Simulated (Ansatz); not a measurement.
# CHSi2 (doublet): the correlation ladder, cc-pVDZ

The task here is to estimate one member of a computed series from the others.

Computed with Ansatz 0.2.0, Gaussian basis. Level: cc-pVDZ, core rule «outside noble gas», up to 11 orbitals frozen.

The runs, in order: UHF; CCSD(T) on ROHF; CCSD(T) on UHF; BCCD(T) on ROHF; CISD as a restricted active space (open shells left free, so some higher excitations enter); CCSDT(Q) on ROHF; CCSDT(Q) on UHF; CASSCF and MRCISD+Q, 9 electrons in 9 orbitals; CASSCF and NEVPT4(SD), 9 electrons in 9 orbitals; CASSCF and NEVPT2, 9 electrons in 9 orbitals.

16 further runs of the same task are left out: 8 that didn't finish, 8 set aside as unsound or not needed. Runs told in other sessions of the task aren't counted.

### What is computed

The geometry is a PBE0/def2-TZVP stationary point (not a proven minimum).

4 atoms, charge 0, spin multiplicity 2.

Atoms are counted from 1 here; the program's logs count them from 0.

Bond lengths: C1–Si2 1.725 Å, C1–Si3 1.746 Å, Si2–Si3 2.432 Å, Si2–H4 1.504 Å. Angles: Si2–C1–Si3 89.0°, C1–Si2–Si3 45.9°, C1–Si2–H4 124.2°, Si3–Si2–H4 170.0°, C1–Si3–Si2 45.2°.

The first run:

in.yaml reads:

```yaml
crystal:
  periodic: [false, false, false]
  atoms:
    - {symbol: C, position_ang: [0.000000, -1.019685, -0.022090]}
    - {symbol: Si, position_ang: [0.000000, 0.224506, 1.173019]}
    - {symbol: Si, position_ang: [0.000000, 0.212592, -1.258864]}
    - {symbol: H, position_ang: [0.000000, -0.028750, 2.655246]}
basis:
  gaussian: {orbitals: cc-pVDZ}
magnetization: {spin_polarized: true, initial_magnetization: 1}
hamiltonian: {xc: hf}
output: {orbitals: {seedname: orbitals}}
```

Run with:

```bash
ansatz run in.yaml --threads 1 --pin off --events-out ev --progress --plain --max-ram 2393MiB
```

Among the steps run: UHF; CCSD(T) on ROHF; CCSD(T) on UHF; BCCD(T) on ROHF; CISD as a restricted active space (open shells left free, so some higher excitations enter); CCSDT(Q) on ROHF; CCSDT(Q) on UHF; CASSCF and MRCISD+Q, 9 electrons in 9 orbitals; CASSCF and NEVPT4(SD), 9 electrons in 9 orbitals; CASSCF and NEVPT2, 9 electrons in 9 orbitals.

One table of the session follows, with a row left open; its other results are not shown here.

| method | from UCCSDT(Q) (kcal/mol) |
| --- | --- |
| ROHF | +215.78 |
| UHF | +206.50 |
| RMP2 | +33.02 |
| UMP2 | +35.62 |
| CISD | +39.44 |
| RCCSD | +13.77 |
| UCCSD | +13.24 |
| RCCSD(T) | +2.15 |
| UCCSD(T) | ? |
| BCCD(T) | +1.92 |
| RCCSDT | +1.29 |
| UCCSDT | +1.19 |
| RCCSDT(Q) | +0.08 |
| UCCSDT(Q) | 0 |
| CASSCF frontier | +145.35 |
| MRCISD frontier | +18.98 |
| MRCISD+Q frontier | +3.46 |

Q: Estimate the row for UCCSD(T) from the others.

**Answer.** from UCCSDT(Q) (kcal/mol): +2.26. In the column «from UCCSDT(Q) (kcal/mol)» it lies between RCCSD(T) (+2.15) and MRCISD+Q frontier (+3.46).

Not comparable, so not listed: CASSCF and NEVPT4(SD), 9 electrons in 9 orbitals; CASSCF and NEVPT2, 9 electrons in 9 orbitals (they don't share determinant, frozen orbitals or solution with the rows shown, or repeat one).

Limits of these values: Restricted and unrestricted rows rest on different reference determinants; a gap between their highest levels can come from leftover correlation error, from unlike frozen cores or from another state. Warnings in the runs' records: passed over end.
